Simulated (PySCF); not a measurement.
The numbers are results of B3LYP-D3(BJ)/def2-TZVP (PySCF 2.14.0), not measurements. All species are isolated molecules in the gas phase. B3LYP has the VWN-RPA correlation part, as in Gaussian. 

Reference species (SMILES): `[SiH2]Br` (neutral, multiplicity 2).

```
Item                             Result
-----------------------------  --------
dipole moment                    1.18 D
highest occupied spin orbital  -6.29 eV
```

Changed species: `[SiH3]` (radical fragment; the reference has radical fragment).

Question: What does the change do to the dipole moment and highest occupied spin orbital?

Answer: the dipole moment decreases by 1.10 D, to 0.08 D; the highest occupied spin orbital goes up by 0.18 eV, to -6.11 eV.
